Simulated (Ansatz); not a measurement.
Species: CH3NO, charge 1, doublet. CH3NO+ (parent SMILES NC=O, doublet).
B3LYP-D3(BJ)/def2-TZVP minimum from Ansatz (a first-principles code):
```
C
O 1 1.2622
N 1 1.2939 2 126.22
H 3 1.0137 1 119.95 2 -180.00
H 3 1.0160 4 118.16 1 180.00
H 1 1.1036 2 112.71 3 -180.00
```
Charge +1, spin multiplicity 2.

Total energies in aug-cc-pVDZ, 17 correlated electrons, 3 frozen orbitals. Radicals and triplets start from unrestricted determinants; spin-orbit coupling is neglected. Cores are frozen in correlated methods. No relativity. The spin of CH3NO+ (parent SMILES NC=O, doublet) was assumed, and the state is the lowest solution found for it.

```csv
method,program,energy (Eh),minus CCSDT(Q) (mEh)
HF,Ansatz,-168.65137,492.59
MP2,Ansatz,-169.09378,50.17
CCSD,Ansatz,-169.12581,18.14
CCSD(T),Ansatz,-169.14175,2.21
CCSDT(Q),Ansatz,-169.14396,0.00
```

Rough core times of Ansatz's runs on a shared machine: CCSD(T) 40 s, CCSDT(Q) 60 min.
